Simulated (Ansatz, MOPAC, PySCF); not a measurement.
Ladder of methods for the band gap of diamond-structure Si

Reference value: 1.23 eV (measured, zero-point renormalisation of 0.06 eV added back here (the table's ZPR column); inputs from Chen et al. (2018), doi:10.1103/physrevmaterials.2.073803).

```json
[
 {"level (code)": "AM1 semi-empirical Hartree-Fock (MOPAC)", "value (eV)": "6.10", "cell (Å³/atom)": "20.01", "error (eV)": "+4.87"},
 {"level (code)": "LDA (Ansatz)", "value (eV)": "0.47 (indirect)", "cell (Å³/atom)": "20.01", "error (eV)": "-0.76"},
 {"level (code)": "PBE (Ansatz)", "value (eV)": "0.57 (indirect)", "cell (Å³/atom)": "20.01", "error (eV)": "-0.66"},
 {"level (code)": "PBE-D3(BJ) (Ansatz)", "value (eV)": "0.56 (indirect)", "cell (Å³/atom)": "19.92", "error (eV)": "-0.67"},
 {"level (code)": "r²SCAN (Ansatz)", "value (eV)": "0.76 (indirect)", "cell (Å³/atom)": "20.01", "error (eV)": "-0.47"},
 {"level (code)": "HSE06-D3(BJ) (Ansatz)", "value (eV)": "1.09 (indirect)", "cell (Å³/atom)": "19.56", "error (eV)": "-0.14"},
 {"level (code)": "r²SCANh (Ansatz)", "value (eV)": "1.19 (indirect)", "cell (Å³/atom)": "20.09", "error (eV)": "-0.04"},
 {"level (code)": "Hartree–Fock (Ansatz)", "value (eV)": "6.34 (indirect)", "cell (Å³/atom)": "20.01", "error (eV)": "+5.11"},
 {"level (code)": "evGW@PBE (PySCF)", "value (eV)": "1.41 ± 0.07", "cell (Å³/atom)": "20.01", "error (eV)": "+0.18"}
]
```

Leaving aside AM1 semi-empirical Hartree-Fock (MOPAC) (doubt noted below): Once the reference is moved by up to 0.10 eV (a margin picked here for doubts on the reference and the settings) and values within 0.03 eV count as equal, the nearest can be r²SCANh (-0.04 eV), HSE06-D3(BJ) (-0.14 eV) or evGW@PBE (+0.18 eV). Farthest off among them: Hartree–Fock (+5.11 eV). Within 0.3 eV: HSE06-D3(BJ), r²SCANh, evGW@PBE.

Published values of wave-function and many-body methods: 1.7 ± 0.1 eV (published DMC value, backflow, extrapolated, pseudopotential, static lattice; Yang et al. (2020), arXiv:1910.07531).

Semilocal Kohn–Sham gaps run low as a rule, and all computed gaps are for a static lattice, while measured ones hold electron–phonon shifts unless said otherwise.  A ± on a computed value is a rough bar: the spread of its extrapolation, a floor set from checks against published values, or a statistical error. AM1 semi-empirical Hartree-Fock (MOPAC): the gap is read on the k mesh or supercell of the run alone and can be too large. AM1 semi-empirical Hartree-Fock (MOPAC): the method was fitted mainly to molecules. AM1 semi-empirical Hartree-Fock (MOPAC): gaps of these semi-empirical methods are Hartree–Fock-like level differences, and their formation enthalpies are fitted 298 K values. Values are at the measured cell; PBE-D3(BJ) at the level's own equilibrium cell; HSE06-D3(BJ) at the level's own relaxed cell; r²SCANh at the level's own relaxed cell. Cutoffs and k meshes differ between the levels. Ansatz's density-functional and Hartree–Fock values are scalar-relativistic unless marked +SOC, with PAW data made under PBE.

Differences are worked out from the printed values.

Ansatz is a first-principles code.
